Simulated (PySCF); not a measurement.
These are ωB97X-D3(BJ)/def2-TZVP // B3LYP-D3(BJ)/def2-TZVP (PySCF 2.14.0) values and carry that method's errors. Gas-phase values, no solvent. 

Reference species (SMILES): `[Al]([F])([F])[F]` (neutral, multiplicity 1).

| Quantity | Value |
|---|---|
| HOMO–LUMO gap | 14.81 eV |
| HOMO | -14.36 eV |

Changed species: `[AlH3]` (3 of 3 F replaced by H; the reference has 0 of 3 F replaced by H).

Task: What does the change do to the HOMO–LUMO gap and HOMO?

Result: the HOMO–LUMO gap falls by 3.56 eV, to 11.25 eV; the HOMO rises by 3.21 eV, to -11.15 eV.
